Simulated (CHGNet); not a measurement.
# Anatase TiO2 (metastable phase)

Level of theory: the machine-learned potential CHGNet-r²SCAN (trained on r²SCAN data).

Cell (relaxed at this level):

```cif
data_O8Ti4
_chemical_formula_sum 'Ti4 O8'
_space_group_name_H-M_alt 'I41/amd :1'
_space_group_IT_number 141
_space_group_name_Hall 'I 4bw 2bw -1bw'
_cell_length_a 3.79373
_cell_length_b 3.79373
_cell_length_c 9.54739
_cell_angle_alpha 90.000
_cell_angle_beta 90.000
_cell_angle_gamma 90.000
loop_
_atom_site_label
_atom_site_type_symbol
_atom_site_symmetry_multiplicity
_atom_site_Wyckoff_symbol
_atom_site_fract_x
_atom_site_fract_y
_atom_site_fract_z
_atom_site_occupancy
Ti1 Ti 4 a 0.00000 0.00000 0.00000 1
O1 O 8 e 0.00000 0.00000 0.20808 1
```
(The calculation used a cell of 6 atoms; values per cell refer to that cell.)

For anatase TiO2 (metastable phase), the lattice constant a is 3.794 Å and the lattice parameter c is 9.547 Å.

Measured, for comparison: lattice constant a 3.784 Å, lattice parameter c 9.514 Å (room temperature, not corrected to a static lattice; as tabulated in Horn, Schwerdtfeger, Meagher, Refinement of the structure of anatase at several …). Computed (rounded) less measured: lattice constant a +0.3 %, lattice parameter c +0.3 %.

A machine-learned potential is trained on density-functional data: it inherits that level's misses and adds fitting errors of its own.
